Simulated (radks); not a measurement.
**F²⁺ in 1s1.75 2s2 2p3 3s0.25: an all-electron calculation**

An exercise on one series of results from a longer session: the logs are not shown, and one member is left open.

Method: non-relativistic Kohn-Sham, revPBE, spin-polarised, spherical densities, point nucleus; open shells are filled with parallel spins first. Code: radks (a radial shooting solver on a logarithmic mesh, Libxc functionals) version 1.

## The system

```
element       : fluorine (Z = 9)
charge        : +2
electrons     : 7
configuration : 1s1.75 2s2 2p3 3s0.25
```

The first run:

Input:

```text
Z 9
configuration 1s1.75 2s2 2p3 3s0.25
relativity non-relativistic
functional pbe_r,pbe
spin polarised
nucleus point
```

Run with:

```
> python run_ks.py task.json out
```

All runs below come from this command, one after another.

One table of the session follows, with a row left open; its other results are not shown here.

It belongs to the step «Orbitals and density». From the orbitals of this run (lengths in bohr):

```
  level     <r>  outermost maximum (interpolated)  90 % within  nodes
  1s up  0.1748                             0.114        0.313      0
1s down  0.1747                             0.114        0.312      0
  2s up       ?                                 ?            ?      ?
2s down  0.9156                             0.731         1.44      1
  2p up  0.8435                             0.622         1.41      0
2p down  0.8930                             0.647         1.50      0
  3s up   2.842                              2.49         4.21      2
```

Q: Estimate the row for 2s up from the others.

**Answer.** <r>: 0.8859; outermost maximum (interpolated): 0.716; 90 % within: 1.39; nodes: 1. In the column «<r>» it lies between 2p up (0.8435) and 2p down (0.8930).
